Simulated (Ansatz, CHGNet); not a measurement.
## Rock-salt HfC: properties by level of theory

Reference values: lattice constant a 4.638 Å (measured, temperature not stated, no zero-point or thermal correction; as tabulated in Zhang et al. (2018), doi:10.1088/1367-2630/aac7f0); formation enthalpy -1.171 ± 0.03 eV/atom (measured, 298 K, copied from a table, unchecked, not corrected to a static lattice; as tabulated in Wang et al. (2021), doi:10.1038/s41598-021-94550-5).

| level (code) | equilibrium lattice constant a (Å) | formation enthalpy (eV/atom) |
|---|---|---|
| CHGNet 0.3.0 | 4.650 | -0.917 |
| r²SCAN (Ansatz) | 4.641 | -1.086 |
| r²SCAN-D4 (Ansatz) | 4.633 | -1.106 |
| r²SCAN+rVV10 (Ansatz) | 4.631 | -1.122 |

Differences from the reference values (errors of the level alone only where the reference is corrected to a static lattice):

| level | lattice constant a (%) | formation enthalpy (eV/atom) |
|---|---|---|
| CHGNet 0.3.0 | +0.26 | +0.254 |
| r²SCAN | +0.06 | +0.085 |
| r²SCAN-D4 | -0.11 | +0.065 |
| r²SCAN+rVV10 | -0.15 | +0.049 |

Nearest: lattice constant a, not ranked (reference at room or unstated temperature); formation enthalpy, not ranked (one source).

Machine-learned potentials (CHGNet 0.3.0) are trained on DFT data: a solid inside that data is no test of them.

Ansatz's density-functional and Hartree–Fock values are scalar-relativistic unless marked +SOC, with PAW data made under PBE.

Differences are worked out from the printed values.

Static lattice: no zero-point or thermal effects.

Ansatz is an electronic-structure program.
